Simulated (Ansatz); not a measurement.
Compare A (`CC1=CC1F`) with its isomer B (`C=CC(=C)F`).

Computed with Ansatz on PBE0-D4/def2-TZVP structures; ΔE is electronic, products minus reactants. CCSD(T)/CBS adds triple-zeta CCSD(T) − MP2 to the extrapolated MP2 energy (def2 sets, frozen cores). Functionals use def2-TZVPP. B3LYP here is the variant with VWN-RPA as its local correlation; programs differ in this. Each species was taken in one conformer, which may not be the lowest.

A:

```xyz
10

C     0.534   -0.258   -1.364
C     0.122   -0.118    0.038
C     0.051   -0.565    1.259
C    -0.604    0.709    0.998
F    -1.995    0.741    0.920
H    -0.348   -0.260   -2.010
H     1.150    0.592   -1.667
H     1.093   -1.180   -1.530
H     0.268   -1.334    1.982
H    -0.270    1.674    1.374
```

B:

```xyz
10

C    -0.810    0.242    1.627
C    -0.669    0.113    0.311
C     0.598   -0.108   -0.355
C     0.786   -0.242   -1.663
F     1.654   -0.175    0.471
H    -1.784    0.406    2.070
H     0.043    0.187    2.292
H    -1.529    0.170   -0.348
H     1.773   -0.405   -2.073
H    -0.061   -0.188   -2.332
```

(1) Which is lower in electronic energy at CCSD(T)/CBS, and by how much? (Best estimate.)

(2) Give E(B) − E(A) in kcal/mol with BLYP-D4, CCSD(T)/def2-SVP, PBE-D4, B3LYP, PBE0-D4, HF/def2-TZVPP, LDA (SPW92). (Best estimate.)

(3) Does the order hold for the free energy at 298.15 K (harmonic terms from PBE0-D4)? (Estimate.)

Largest T1 diagnostic: 0.012.

Results:

(1) Ansatz gave: B, by 26.0 kcal/mol.

(2) Ansatz gave: BLYP-D4 -29.2, CCSD(T)/def2-SVP -25.9, PBE-D4 -23.4, B3LYP -27.3, PBE0-D4 -22.3, HF/def2-TZVPP -28.5, LDA (SPW92) -21.7. None reverses the order clearly.

(3) The calculation gave: Yes: G(B) − G(A) = -25.5 kcal/mol, for one conformer each.

Leaving LDA and LC-ωPBE aside and taking each functional with its dispersion term where it has one, the values, not all of them listed here, spread over 7.5 kcal/mol, from BLYP-D4 to ωB97X-V. LDA lies +1.5 kcal/mol from PBE without D4. From r2SCAN to r2SCAN0 (25 % exact exchange), in def2-TZVPP and without D4, E(B) − E(A) moves by +1.6 kcal/mol.
